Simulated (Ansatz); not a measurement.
CAl, a geometry optimisation

Program: Ansatz's Python interface.

Script `opt_cal.py`:
```python
import ansatz
import numpy as np


def main() -> None:
    geometry = (
        ansatz.Crystal.molecule()
        .atom("Al", (0.0, 0.0, 0.0))
        .atom("C", (0.0, 0.0, 1.905))
    )

    setup = (
        geometry.calculation()
        .basis(gaussian="6-31G*")
        .correlation("ccsd_t", electrons="all")
        .spin("collinear", total=3)
    )
    symbols = [site.symbol for site in geometry.cartesian_sites]
    start = np.array([site.position_ang for site in geometry.cartesian_sites], dtype=float)
    summary = setup.relax(force_tolerance=0.01).run(threads=1, pin="off").report
    end = np.array(summary["positions_ang"])

    print(f"E = {summary['free_energy_ev']:.6f} eV = {summary['free_energy_ev'] / 27.211386246:.7f} Ha")
    print("converged:", summary["converged"], " doubts:", summary["published_state_doubts"] or "none")

    print("bond        before    after (A)")
    for i, j in [(0, 1)]:
        d0, d1 = (np.linalg.norm(xyz[i] - xyz[j]) for xyz in (start, end))
        print(f"{symbols[i]}{i}-{symbols[j]}{j}".ljust(10), f"{d0:8.4f} {d1:8.4f}")


if __name__ == "__main__":
    main()
```

```console
$ python opt_cal.py
E = -7613.270262 eV = -279.7825217 Ha
converged: True  doubts: none
bond        before    after (A)
Al0-C1       1.9050   1.9643
```

These settings explore the input space; basis and method may be short of convergence. The end point is the stationary point reached from this start; no frequency run checks that it is a minimum, and the basis set is modest. The species is open-shell (spin multiplicity 4). The spin state was assumed, and another may lie lower. Run time: 18 s on 1 thread of Intel(R) Xeon(R) Platinum 8488C (Sapphire Rapids), with other jobs on the host, peak memory 0.23 GiB.

(Lines on the test bed's own set-up are left out of the output.)
